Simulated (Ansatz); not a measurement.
# Energy profile

The step: CH₃F ([CH3][F]) + SiH₃ → SiH₃F ([F][SiH3]) + CH₃; bonds formed: F1–Si3; bonds broken: F1–C2 (atoms numbered as in the saddle structure below).

F1  (0.183, -0.224, -0.423)
C2  (-0.599, 0.642, -1.593)
Si3  (0.640, -0.694, 1.454)
H4  (-1.642, 0.498, -1.345)
H5  (-0.269, 0.155, -2.501)
H6  (-0.221, 1.645, -1.444)
H7  (1.549, -1.728, 2.035)
H8  (-0.742, -0.943, 1.933)
H9  (1.100, 0.650, 1.883)
(Å)

Electronic energies by CCSD(T) at an estimated basis limit (MP2 extrapolated from triple and quadruple zeta, plus CCSD(T) − MP2 in triple zeta), on PBE0-D4/def2-TZVP structures; CH₆FSi, doublet; no counterpoise correction; spin–orbit coupling, which lowers free halogen atoms and radicals such as OH and SH, is left out. Computed with Ansatz 0.2.0 (basis: def2-TZVPP and def2-QZVPP); correlated methods freeze the cores; orbitals are unrestricted. Extrapolation: Hartree–Fock as exp(−7.88 √X), correlation as X^−2.97.

(1) Give the profile in eV, counted from the separated reactants. (To be estimated.)

The T1 diagnostic stays at or below 0.025. ⟨S²⟩ of the unrestricted Hartree–Fock references: 0.75 to 0.78 (a pure state has 0.75).

Answers

(1) By the calculation:
```json
{"point": "separated: CH₃F (linked as [CH3][F]; F1, C2, H4, H5, H6; singlet) + SiH₃ (Si3, H7, H8, H9; doublet)", "eV": "0.000"}
{"point": "start structure", "eV": "-0.058"}
{"point": "saddle", "eV": "1.035"}
{"point": "end structure", "eV": "-1.765"}
{"point": "separated: SiH₃F (linked as [F][SiH3]; F1, Si3, H7, H8, H9; singlet) + CH₃ (C2, H4, H5, H6; doublet)", "eV": "-1.713"}
```

Radical steps of this kind take place in plasma deposition and etching.

For scale, one of the runs: CCSD(T)/def2-TZVPP, 188 basis functions (an equivalent command: `ansatz run in.yaml --threads 4`). The run took 110 s on 4 CPU threads (shared host), with 5 GiB of host memory at its peak.
